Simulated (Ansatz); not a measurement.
doublet BN(-): levels of theory in one basis

```yaml
atoms:
  - { symbol: B, position_ang: [-0.0089, -0.0492, -0.6376] }
  - { symbol: N, position_ang: [-0.0012, 0.0351, 0.6025] }
```

Basis set: def2-SVP (spherical functions). Frozen core: 2 orbitals. Correlation on ROHF uses semicanonical orbitals with singles. Charge -1, multiplicity 2.

Computed with Ansatz (development build ahead of 0.2.0); each method stands on the lowest determinant of its kind that the runs found.

```csv
method,E − E(ROHF) (eV),<S²> of the determinant
ROHF,0.00,–
UHF,-0.33,1.12
UHF-MP2,-5.98,1.12
ROHF-CCSD(T),-7.10,–
UHF-CCSD(T),-7.07,1.12
```

What does ROHF-MP2 give on the same scale?

-6.55 eV.

Caution: no diffuse functions for an anion. Caution for UHF, UHF-MP2, UHF-CCSD(T): the unrestricted determinant is spin contaminated.
